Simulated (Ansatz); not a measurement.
# SiNH₄ (quartet): from Hartree-Fock to the top rungs at distance Si1–H5 along a hydrogen transfer = 2.167 Å, cc-pVDZ

Aim: climb from Hartree-Fock through coupled cluster and multireference methods for SiNH₄ (quartet) at one geometry and basis, and see what each rung misses.

The runs use Ansatz 0.2.0, Gaussian basis; cc-pVDZ, core rule «outside noble gas», up to 6 orbitals frozen.

To be run: UHF; CCSD(T) on ROHF; CCSD(T) on UHF; BCCD(T) on ROHF; CISD; CCSDT(Q) on ROHF; CCSDT(Q) on UHF; CASSCF and MRCISD+Q, 5 electrons in 5 orbitals; CASSCF and NEVPT2, 5 electrons in 5 orbitals.

11 further runs of the same task are left out: 1 for a mislabelled method, 8 that didn't finish, 2 set aside as unsound or not needed.

## (1) The geometry

The geometry derives from fragments relaxed apart (PBE0/def2-TZVP) and kept rigid, so it is no stationary point. A hydrogen atom is moved between rigid fragments.

6 atoms, charge 0, spin multiplicity 4.

Atoms are counted from 1 here; the program's logs count them from 0.

Bond lengths: Si1–H2 1.485 Å, Si1–H3 1.485 Å, Si1–H4 1.485 Å, H5–N6 1.040 Å. Angles: H2–Si1–H3 109.5°, H2–Si1–H4 109.5°, H3–Si1–H4 109.5°.

As a file:

```
Si   -0.9888    0.0000    0.0000
H    -1.4837    1.3997    0.0000
H    -1.4837   -0.6999    1.2122
H    -1.4837   -0.6999   -1.2122
H     1.1782    0.0000    0.0000
N     2.2182    0.0000    0.0000
```

## (2) UHF

in.yaml

```yaml
crystal:
  periodic: [false, false, false]
  atoms:
    - {symbol: Si, position_ang: [-0.988798, 0.000000, 0.000000]}
    - {symbol: H, position_ang: [-1.483670, 1.399708, 0.000000]}
    - {symbol: H, position_ang: [-1.483670, -0.699854, 1.212183]}
    - {symbol: H, position_ang: [-1.483670, -0.699854, -1.212183]}
    - {symbol: H, position_ang: [1.178202, 0.000000, 0.000000]}
    - {symbol: N, position_ang: [2.218202, 0.000000, 0.000000]}
basis:
  gaussian: {orbitals: cc-pVDZ}
magnetization: {spin_polarized: true, initial_magnetization: 3}
hamiltonian: {xc: hf}
output: {orbitals: {seedname: orbitals}}
```

Started as:

```bash
$ ansatz run in.yaml --threads 1 --pin off --events-out ev --progress --plain --max-ram 2393MiB
```

Further steps of the session: CCSD(T) on ROHF; CCSD(T) on UHF; BCCD(T) on ROHF; CISD; CCSDT(Q) on ROHF; CCSDT(Q) on UHF; CASSCF and MRCISD+Q, 5 electrons in 5 orbitals; CASSCF and NEVPT2, 5 electrons in 5 orbitals.

**Question.** What will the summary of the whole plan be? Wanted: UCCSDT(Q) below the RHF energy; RMP2 from UCCSDT(Q); UMP2 from UCCSDT(Q); RCCSD from UCCSDT(Q); RCCSD(T) from UCCSDT(Q); UCCSD(T) from UCCSDT(Q); RCCSDT(Q) from UCCSDT(Q); NEVPT2 pair from UCCSDT(Q); T1 diagnostic.

**Answer**, as computed:

| quantity | value |
| --- | --- |
| UCCSDT(Q) below the RHF energy | -7.1951 eV |
| RMP2 from UCCSDT(Q) | +1413.3 meV |
| UMP2 from UCCSDT(Q) | +1407.4 meV |
| RCCSD from UCCSDT(Q) | +153.9 meV |
| RCCSD(T) from UCCSDT(Q) | +33.5 meV |
| UCCSD(T) from UCCSDT(Q) | +31.9 meV |
| RCCSDT(Q) from UCCSDT(Q) | +1.7 meV |
| NEVPT2 pair from UCCSDT(Q) | +1359.1 meV |
| levels within 1 kcal/mol (43 meV) | RCCSD(T), UCCSD(T), BCCD(T), RCCSDT, UCCSDT, RCCSDT(Q) |
| T1 diagnostic | 0.021 |

RCCSD(T) misses by +33.5 meV, 0.5 % of the correlation energy. These misses are within one basis, not against nature; the frozen cores of restricted and unrestricted runs differ, which can shift their rows.
